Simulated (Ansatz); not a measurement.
**CH5Si2 with multiplicity 2: rotation by 180° about the Si1–C2 bond**

Method: UKS B3LYP-D4/STO-3G, in Ansatz 0.2.0.

## Step 1: The system as given

Bond lengths: Si1–C2 1.797 Å, C2–Si3 1.797 Å, Si1–H4 1.453 Å, Si1–H5 1.454 Å, C2–H6 1.085 Å, Si3–H7 1.454 Å, Si3–H8 1.453 Å. Angles: Si1–C2–Si3 129.4°, Si1–C2–H6 115.4°, Si3–C2–H6 115.2°, C2–Si1–H4 123.3°, C2–Si1–H5 122.7°, H4–Si1–H5 114.0°, C2–Si3–H7 122.6°, C2–Si3–H8 123.3°, H7–Si3–H8 114.0°.

Structure file:

```xyz
8

Si   -1.0367    1.1021   -0.6127
C     0.3211    0.3964    0.3289
Si    0.8530   -1.3151    0.4560
H    -1.8958    0.3178   -1.4832
H    -1.3408    2.5240   -0.6081
H     0.8872    1.1018    0.9278
H     1.9923   -1.7241    1.2609
H     0.2196   -2.4030   -0.2696
```

## Step 2: End point A

input.yaml reads:

```yaml
crystal:
  periodic: [false, false, false]
  atoms:
    - { symbol: Si, position_ang: [-1.03668, 1.10208, -0.61269] }
    - { symbol: C, position_ang: [0.3211, 0.39644, 0.32889] }
    - { symbol: Si, position_ang: [0.85301, -1.31508, 0.45603] }
    - { symbol: H, position_ang: [-1.89577, 0.31784, -1.48317] }
    - { symbol: H, position_ang: [-1.34075, 2.52404, -0.60812] }
    - { symbol: H, position_ang: [0.88718, 1.10175, 0.92779] }
    - { symbol: H, position_ang: [1.99227, -1.72405, 1.26087] }
    - { symbol: H, position_ang: [0.21963, -2.40301, -0.26962] }
magnetization:
  spin_polarized: true
  initial_magnetization: 1
basis:
  gaussian: { orbitals: STO-3G }
hamiltonian:
  xc: b3lyp
  dispersion: d4
relax:
  f_tol: 0.015
  max_steps: 40
```

On the command line:

```console
$ ansatz run input.yaml --threads 1 --pin off --max-ram 2048MiB --backend cpu --events-out ev --progress --plain --runs-dir out
```

**Question.** How long does this run take on 1 thread of Intel Xeon 6975P-C (Granite Rapids), shared host, and how much memory does it need?

About 10 s, with a peak of 0.13 GiB.
